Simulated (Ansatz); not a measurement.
# AlPH (sextet): wave-function methods side by side, cc-pVDZ

Aim: climb from Hartree-Fock through coupled cluster for AlPH (sextet) at one geometry and basis, and see what each rung misses.

Computed with Ansatz 0.2.0, Gaussian basis. Level: cc-pVDZ, core rule «outside noble gas», up to 10 orbitals frozen.

To be run: UHF; CCSD(T) on ROHF; CCSD(T) on UHF; BCCD(T) on ROHF; CISD; CCSDT(Q) on ROHF; CCSDT(Q) on UHF; CCSDTQ on ROHF; CCSDTQ on UHF.

15 further runs of the same task are left out: 10 for a known fault of the program, 5 set aside as unsound or not needed.

**1. The geometry**

The geometry is a PBE0/def2-TZVP stationary point (not a proven minimum) of the parent state, kept for this charge and spin.

3 atoms, charge 0, spin multiplicity 6.

Atoms are counted from 1 here; the program's logs count them from 0.

Bond lengths: Al1–P2 2.386 Å, Al1–H3 1.614 Å. Angles: P2–Al1–H3 114.3°.

**2. UHF**

The input, in.yaml:

```yaml
crystal:
  periodic: [false, false, false]
  atoms:
    - {symbol: Al, position_ang: [0.000000, -0.107696, 1.237712]}
    - {symbol: P, position_ang: [0.000000, 0.051009, -1.143237]}
    - {symbol: H, position_ang: [0.000000, 1.315423, 1.999097]}
basis:
  gaussian: {orbitals: cc-pVDZ}
magnetization: {spin_polarized: true, initial_magnetization: 5}
hamiltonian: {xc: hf}
output: {orbitals: {seedname: orbitals}}
```

On the command line:

```sh
ansatz run in.yaml --threads 1 --pin off --events-out ev --progress --plain --max-ram 4096MiB --backend cpu
```

The runs that follow: CCSD(T) on ROHF; CCSD(T) on UHF; BCCD(T) on ROHF; CISD; CCSDT(Q) on ROHF; CCSDT(Q) on UHF; CCSDTQ on ROHF; CCSDTQ on UHF.

**Question.** What will the summary of the whole plan be? Wanted: UCCSDTQ below the RHF energy; RMP2 from UCCSDTQ; UMP2 from UCCSDTQ; RCCSD from UCCSDTQ; RCCSD(T) from UCCSDTQ; UCCSD(T) from UCCSDTQ; RCCSDT(Q) from UCCSDTQ; UCCSDT(Q) from UCCSDTQ; T1 diagnostic.

The runs gave:

| quantity | value |
| --- | --- |
| UCCSDTQ below the RHF energy | -3.9681 eV |
| RMP2 from UCCSDTQ | +1021.5 meV |
| UMP2 from UCCSDTQ | +1004.7 meV |
| RCCSD from UCCSDTQ | +135.8 meV |
| RCCSD(T) from UCCSDTQ | +38.1 meV |
| UCCSD(T) from UCCSDTQ | +37.0 meV |
| RCCSDT(Q) from UCCSDTQ | +1.8 meV |
| UCCSDT(Q) from UCCSDTQ | +1.0 meV |
| levels within 1 kcal/mol (43 meV) | RCCSD(T), UCCSD(T), BCCD(T), RCCSDT, UCCSDT, RCCSDT(Q), UCCSDT(Q), RCCSDTQ |
| T1 diagnostic | 0.036 |

RCCSD(T) lands +38.1 meV from the yardstick (1.0 % of the correlation energy). These misses are within one basis, not against nature; the frozen cores of restricted and unrestricted runs differ, which can shift their rows.
